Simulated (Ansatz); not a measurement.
A displaced shape of singlet HF₂(-):

```yaml
atoms:
  - { symbol: F, position_ang: [0.0259, 0.0405, -1.1300] }
  - { symbol: H, position_ang: [-0.0131, 0.0189, 0.0444] }
  - { symbol: F, position_ang: [-0.0387, -0.0116, 1.1733] }
```

It was optimised with PBE0/def2-SVP in Ansatz (development build ahead of 0.2.0) to forces under 0.001 eV/Å, with restricted orbitals. Each step stands on the lowest determinant of that kind that the program's search found.

Task: What shape does it relax to, and how does the optimisation go?

Result:

```xyz
3

F     0.0235    0.0417   -1.1139
H    -0.0086    0.0159    0.0292
F    -0.0408   -0.0099    1.1723
```

Bond lengths: .

| step | E − E(start) (eV) | largest force (eV/Å) |
| --- | --- | --- |
| 1 | 0.0000 | 0.3106 |
| 2 | -0.0022 | 0.1881 |
| 3 | -0.0037 | 0.1191 |
| 4 | -0.0043 | 0.0611 |
| 5 | -0.0045 | 0.0068 |
| 6 | -0.0045 | 0.0010 |
| 7 | -0.0045 | 0.0002 |

The optimisation ended after 7 steps with its threshold met. Caution: no diffuse functions for an anion.
